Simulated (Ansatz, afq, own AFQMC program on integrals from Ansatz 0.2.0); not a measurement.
# NH₃⁻, doublet → NH3, triplet

```xyz
4

N     0.0020    0.0026   -0.0714
H     0.9311   -0.0026    0.3573
H    -0.4883    0.7975    0.3467
H    -0.4704   -0.8308    0.2884
```

E(triplet, charge +0) − E(doublet, charge -1) at this geometry, on UHF and UHF determinants.

Basis aug-cc-pVDZ. Only valence electrons are correlated. Integrals, coupled cluster, full CI and functionals: Ansatz 0.2.0; the random walks run on the same integrals in our own AFQMC program. The CISD trial takes its coefficients from CCSD amplitudes. Released means that phaseless walkers are propagated on without the constraint, phases kept. Error bars are statistical, one sigma. The errors of all members are added in quadrature.

No full CI on the walks' own integrals is used here; CCSDT(Q) serves as the reference and is uncertain by about the last step of the cluster series. Each member takes its own surest rung, up to full CI.

Errors are counted within aug-cc-pVDZ, not against nature.

Cautions: NH₃⁻ (doublet): the ph-AFQMC/HF walk drifts between its halves (2.3 errors); NH₃ (triplet): lower spins were not checked, the ph-AFQMC/CISD walk drifts between its halves (2.5 errors); this needn't be the first ionization.

```csv
level,vertical detachment energy (eV)
CCSD,5.425
HF,4.325
```

(1) From these cheaper values, estimate the vertical detachment energy at the reference level in aug-cc-pVDZ.

(1) 5.486 eV (CCSDT(Q) in aug-cc-pVDZ).

```json
{"level": "MP2", "vertical detachment energy (eV)": "5.584", "error against CCSDT(Q) (eV)": "0.099"}
{"level": "CCSD(T)", "vertical detachment energy (eV)": "5.484", "error against CCSDT(Q) (eV)": "-0.002"}
{"level": "CCSDT", "vertical detachment energy (eV)": "5.480", "error against CCSDT(Q) (eV)": "-0.006"}
{"level": "ph-AFQMC/HF", "vertical detachment energy (eV)": "5.476 ± 0.033", "error against CCSDT(Q) (eV)": "-0.010 ± 0.033"}
{"level": "ph-AFQMC/CISD", "vertical detachment energy (eV)": "5.484 ± 0.004", "error against CCSDT(Q) (eV)": "-0.002 ± 0.004"}
{"level": "released AFQMC", "vertical detachment energy (eV)": "5.486 ± 0.004", "error against CCSDT(Q) (eV)": "0.000 ± 0.004"}
```

Correlation beyond CCSD(T) changes it by less than 2 meV. The perturbative (T) step is worth +0.059 eV.

A walk keeps the symmetry of its determinant, which the program's search chose and which needn't be the lowest solution, so a lower state of the same spin and another symmetry isn't excluded. Released energies are given only where the last usable release times agree within the noise; a slower fall can still hide under it.
